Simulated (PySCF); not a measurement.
Molecule: `InChI=1S/C3H3FO2/c1-2(4)3(5)6/h1H2,(H,5,6)`.

Molfile (atoms numbered from 1):
```
C3H3FO2
     RDKit          3D

  9  8  0  0  0  0  0  0  0  0999 V2000
   -1.3418    0.5124    0.3319 C   0  0  0  0  0  0  0  0  0  0  0  0
   -0.4501   -0.4760    0.3470 C   0  0  0  0  0  0  0  0  0  0  0  0
   -0.7157   -1.6564    0.8835 F   0  0  0  0  0  0  0  0  0  0  0  0
    0.9295   -0.4080   -0.2150 C   0  0  0  0  0  0  0  0  0  0  0  0
    1.7099   -1.3188   -0.1826 O   0  0  0  0  0  0  0  0  0  0  0  0
    1.1964    0.7851   -0.7586 O   0  0  0  0  0  0  0  0  0  0  0  0
   -1.0788    1.4669   -0.1212 H   0  0  0  0  0  0  0  0  0  0  0  0
   -2.3314    0.3711    0.7698 H   0  0  0  0  0  0  0  0  0  0  0  0
    2.1044    0.7362   -1.0939 H   0  0  0  0  0  0  0  0  0  0  0  0
  1  2  2  0
  2  3  1  0
  2  4  1  0
  4  5  2  0
  4  6  1  0
  1  7  1  0
  1  8  1  0
  6  9  1  0
M  END
```

Geometry PBE0-D3(BJ)/def2-SVP throughout; GIAO in PySCF, gas phase, one conformer, non-relativistic; equivalent atoms averaged; basis pcSseg-2.

(1) How do the absolute shieldings σ depend on the functional? (ppm; last column core-seconds on shared hosts with different chips, so compare them loosely)

(2) Which nucleus moves most, in ppm?

Results:

(1) 
```csv
functional,kind,C4,C2,C1,F3,O5,O6,H7,H9,H8,core-s
HF,Hartree–Fock,22.9,31.5,75.0,350.7,-81.0,171.5,25.54,25.56,25.77,9.9
LDA,LDA,10.9,9.3,65.8,260.3,-96.9,120.7,24.74,25.02,25.22,25
PBE,GGA,14.5,13.6,69.8,262.5,-89.0,123.5,25.29,25.61,25.75,30
BLYP,GGA,9.4,8.4,65.8,265.0,-92.3,121.6,25.54,25.85,25.98,32
BP86,GGA,14.5,13.7,69.7,264.6,-88.0,123.9,25.36,25.68,25.81,30
OPBE,GGA,25.1,24.7,77.8,266.8,-74.0,132.0,25.31,25.55,25.78,30
KT2,GGA,24.8,25.2,79.8,270.1,-67.3,131.8,25.47,25.80,25.86,54
KT3,GGA,25.4,25.8,79.6,272.5,-64.9,133.7,25.65,25.91,26.06,55
B97-D,GGA,17.9,17.7,72.5,272.5,-75.9,129.9,25.58,25.81,26.01,54
B3LYP,global hybrid,11.1,12.4,66.6,286.6,-95.6,132.9,25.46,25.68,25.85,38
PBE0,global hybrid,16.4,18.4,70.9,289.1,-92.8,137.2,25.26,25.48,25.65,21
mPW1PW91,global hybrid,15.6,17.6,69.9,289.8,-94.5,136.8,25.31,25.52,25.70,38
WP04,global hybrid,3.6,5.5,56.9,290.8,-100.7,127.9,25.75,25.61,26.14,24
B97-2,global hybrid,18.6,20.6,72.6,290.2,-83.9,138.8,25.43,25.63,25.82,23
BHandHLYP,global hybrid,14.4,18.9,68.6,314.4,-95.2,148.5,25.41,25.54,25.73,22
CAM-B3LYP,range-separated hybrid,11.2,13.4,67.2,298.7,-93.4,139.5,25.32,25.49,25.67,31
wB97X-D,range-separated hybrid,15.0,17.2,70.1,295.9,-92.8,139.0,25.36,25.52,25.72,30
LC-wPBE,range-separated hybrid,14.2,16.8,69.5,304.6,-87.8,145.8,25.20,25.37,25.54,37
```

(2) F3 (vinylic fluorine): from 260.3 ppm with LDA to 350.7 ppm with HF. The smallest spread is 0.88 ppm, at H9. Proton shifts span only some 12 ppm, so a few tenths of a ppm matter as much there as several ppm in carbon.
